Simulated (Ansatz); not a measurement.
# F2OS: molecular dynamics

The plan is to follow the molecule's vibrations and see whether its bonds hold. The start is relaxed first. Runs: 300 steps of 2 fs under a Nosé-Hoover thermostat, set from 1000 K to 3000 K by a schedule. SMILES of the start: O=S(F)F.

Program: Ansatz 0.2.0. Level of theory: UKS PBE-D4/def2-SVP. These are calculated values, not measurements.

**1. The starting structure**

Bond lengths: O1–S2 1.409 Å, S2–F3 1.670 Å, S2–F4 1.670 Å. Angles: O1–S2–F3 107.0°, O1–S2–F4 107.0°, F3–S2–F4 91.9°.

As a file:

```xyz
4

O     0.9440    0.0600   -1.0378
S    -0.1338   -0.4397   -0.2793
F    -1.1695    0.8402    0.0009
F     0.3593   -0.4605    1.3161
```

**2. Preparing the start**

input.yaml reads:

```yaml
crystal:
  periodic: [false, false, false]
  atoms:
    - { symbol: O, position_ang: [0.94401, 0.05996, -1.0378] }
    - { symbol: S, position_ang: [-0.13378, -0.43967, -0.27929] }
    - { symbol: F, position_ang: [-1.16954, 0.84024, 0.00095] }
    - { symbol: F, position_ang: [0.35932, -0.46053, 1.31613] }
magnetization:
  spin_polarized: true
basis:
  gaussian: { orbitals: def2-SVP }
hamiltonian:
  xc: pbe
  dispersion: d4
relax:
  f_tol: 0.02
  max_steps: 40
```

Run with:

```
> ansatz run input.yaml --threads 1 --pin off --max-ram 2048MiB --backend cpu --events-out ev --progress --plain --runs-dir out
```

The runs that follow: Dynamics.

Q: Predict the outcome of this session. Wanted: relaxation of the start; temperature, first and last step; temperature, second half; potential energy, second half; largest change of the conserved energy; bonds formed or broken.

As calculated:

```
                              quantity                            value
               relaxation of the start          3 moves, 0.096 eV lower
                                length                300 steps of 2 fs
      temperature, first and last step                  1000 and 3459 K
              temperature, second half  mean 2312 K, from 142 to 6282 K
         potential energy, second half     +165 meV/atom from the start
largest change of the conserved energy                    9.35 meV/atom
                bonds formed or broken                                0
```

**Reading.** Under a schedule from 1000 to 3000 K over 600 fs, the atoms average 3625 K over the last tenth of the run. Such a rate, of order 10^16 K/s, is far beyond any furnace or quench, and the atoms lag the set-point. The conserved energy strays from its start by at most 9.35 meV/atom, 8.8 % of the mean kinetic energy, which is poor: the step of 2 fs is too long for the fastest motion. No bond forms or breaks. 600 fs on 4 atoms is far too short and small for converged averages.
